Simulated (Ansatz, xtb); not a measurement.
Species: C₄H₇, charge -1, multiplicity 1. It need not be the lowest isomer of its formula. Whether it binds its extra electron was not tested at this geometry. 
Geometry from a B3LYP-D3(BJ)/def2-TZVP (Ansatz, a first-principles code) optimisation:
SMILES: C=C([CH2-])C
```xyz
11

C      0.2026     0.0991     1.4400
C     -0.0034     0.1272     0.0647
H      0.3361     1.0103     2.0148
H      0.2627    -0.8409     1.9763
C     -0.1117     1.2222    -0.7863
H     -0.0079     2.2395    -0.4219
H     -0.2774     1.0888    -1.8491
C     -0.0872    -1.2368    -0.6116
H     -0.4991    -1.9897     0.0679
H     -0.7209    -1.1971    -1.5032
H      0.9050    -1.5813    -0.9255
```
Charge -1, spin multiplicity 1.

Harmonic wavenumbers from GFN2-xTB (xtb, at its own minimum), cm⁻¹: -22, 122, 266, 402, 429, 499, 536, 628, 879, 935, 1023, 1027, 1041, 1335, 1389, 1435, 1509, 1515, 1524, 1661, 2908, 2934, 2959, 2968, 2982, 2999, 3015.

### Question
Give the harmonic wavenumbers at B3LYP-D3(BJ)/def2-TZVP (Ansatz, finite differences of forces, unscaled).

### Answer
115, 190, 374, 429, 434, 488, 517, 682, 840, 959, 1023, 1033, 1042, 1318, 1369, 1406, 1467, 1485, 1493, 1556, 2987, 3028, 3047, 3096, 3106, 3168, 3171 cm⁻¹. Zero-point energy 56.9 kcal/mol.

### Question
From these and the geometry, give the ideal-gas thermochemistry at 298.15 K and 1 atm (rigid rotor, harmonic oscillator).

### Answer
Point group Cs, rotational symmetry number 1. Rotational constants 9.346, 9.305, 4.803 GHz. S(trans) 37.94, S(rot) 24.16, S(vib) 10.46, S(elec, spin only) 0.00, S 72.6 cal/(mol K). H(298) - H(0) 4.25 kcal/mol; G - E(el) 39.5 kcal/mol.
